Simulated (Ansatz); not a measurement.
Energy needed to pull apart C$_{3}$H$_{2}$S, closed shell, into free ground-state atoms, from the structure below (displaced at random from a GFN2-xTB minimum); no zero-point or spin–orbit terms; open-shell atoms are treated unrestricted, in their ground-state multiplicity.

C1  (0.557, 0.296, 0.197)
C2  (0.653, -0.359, -0.945)
S3  (-1.092, -0.610, -0.359)
C4  (-0.457, 0.478, 1.019)
H5  (1.272, -1.103, -1.364)
H6  (-1.017, 1.259, 1.502)
(Å)

Computed with Ansatz 0.2.0 (basis: def2-TZVPP); correlated methods freeze the cores.

| method | atomization energy (kJ/mol) |
| --- | --- |
| SPW92 | 2789 |
| PBE-D4 | 2448 |
| r2SCAN-D4 | 2332 |
| PBE0-D4 | 2354 |
| wB97X-V | 2293 |
| wB97M-V | ? |
| HF | 1449 |
| MP2 | ? |
| CCSD | 2129 |
| CCSD(T) | 2208 |

**Question.** What does MP2 give? (To be estimated.)

**Answer.** By the calculation: 2321 kJ/mol, which is about 112 kJ/mol more than CCSD(T)/def2-TZVPP.

**Question.** What does wB97M-V give? (An estimate is asked for; the value comes from the calculation.)

**Answer.** Computed: 2313 kJ/mol, which is about 105 kJ/mol more than CCSD(T)/def2-TZVPP.

In triple zeta the MP2 and coupled-cluster atomization energies are still short of their basis limit by a few kcal/mol a bond, whereas those of the functionals are nearly converged, so these differences are not deviations from converged CCSD(T).

The T1 diagnostic stays at or below 0.016.

For scale, one of the runs: CCSD(T)/def2-TZVPP forces, 163 basis functions (an equivalent command: `ansatz run in.yaml --threads 4`). Time: 73 s of wall clock on 4 CPU threads; the host was shared. Peak host memory: 2.4 GiB.
